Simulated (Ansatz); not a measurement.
Results of PBE-D4 (plane waves, PAW; Ansatz, a program for electronic structure) for bcc Fe.

Run with plane-wave cutoff 520 eV, 26×26×26 k mesh, Fermi–Dirac smearing 0.05 eV, spin-polarised with parallel moments, scalar-relativistic PAW data made under PBE.

The cell is scaled about its equilibrium volume:

```tsv
V (Å³/atom)	P (GPa)	moment (μB per cell of 1 atoms)
10.403	15.21	2.02
10.625	9.79	2.07
10.846	4.83	2.10
11.067	0.26	2.13
11.289	-3.84	2.15
11.510	-7.44	2.18
11.731	-10.55	2.21
```
